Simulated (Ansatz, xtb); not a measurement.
## Relative energy of two structures of CH3BMg

We compare a, `C=[B][MgH]`, a singlet, with b, a singlet given by its coordinates. Both are gas-phase species (loosely bound parts included), relaxed with B3LYP-D4/def2-TZVP.

a (Å):

```yaml
atoms:
  - { symbol: C, position_ang: [0.1368, -0.9130, -1.9662] }
  - { symbol: B, position_ang: [-0.1968, -1.7173, -0.8839] }
  - { symbol: Mg, position_ang: [-0.7312, -3.0043, 0.8463] }
  - { symbol: H, position_ang: [1.0141, -0.2712, -1.9778] }
  - { symbol: H, position_ang: [-0.4570, -0.8706, -2.8758] }
  - { symbol: H, position_ang: [-1.1394, -3.9864, 2.1660] }
```

b (Å):

```xyz
6

C     0.5743    1.1187   -1.1736
B    -0.2045    0.0055   -1.4678
Mg   -0.5934   -1.2107    0.9970
H    -0.8316   -0.8066   -2.0377
H     0.8574    1.7622   -2.0090
H     0.9523    1.4536   -0.2197
```

Close contacts (Å): C1–B2 1.39, B2–Mg3 2.78, C1–H5 1.09, C1–H6 1.08, B2–H4 1.17.

Estimate E(b) − E(a) at the level CCSD(T)/def2-TZVPP.

Calculated at CCSD(T)/def2-TZVPP: E(b) − E(a) = −6.3 kcal/mol, so structure b lies lower.

The same difference at several levels:

```
             level            geometry  E(b) − E(a) (kcal/mol)  departure from the last row (kcal/mol)  job, with rough time for the two
B3LYP-D4/def2-TZVP  B3LYP-D4/def2-TZVP                     −10.6                                    −4.3                optimisation, 25 s
     HF/def2-TZVPP  B3LYP-D4/def2-TZVP                      −2.6                                    +3.8           part of the CCSD(T) run
    MP2/def2-TZVPP  B3LYP-D4/def2-TZVP                      −6.7                                    −0.4           part of the CCSD(T) run
CCSD(T)/def2-TZVPP  B3LYP-D4/def2-TZVP                      −6.3                                                        single point, 24 s
```

The levels shown agree on the order. The largest departure from CCSD(T)/def2-TZVPP is that of B3LYP-D4/def2-TZVP, 4.3 kcal/mol. Levels run at GFN2-xTB geometries aren't shown.

With harmonic frequencies from B3LYP-D4/def2-TZVP (ideal gas, rigid rotor, one conformer each, 298.15 K, 1 atm): on the last row, ΔE + ΔZPE = −4.0 kcal/mol. A mode under 50 cm⁻¹ makes harmonic enthalpies and free energies unreliable, so none is given.

The correlated steps freeze 3 core orbitals; the last core shell of Mg is correlated, in a basis made for valence electrons. Run with Ansatz 0.2.0; the last row on 2 threads of Arm Neoverse V1 on a shared host.
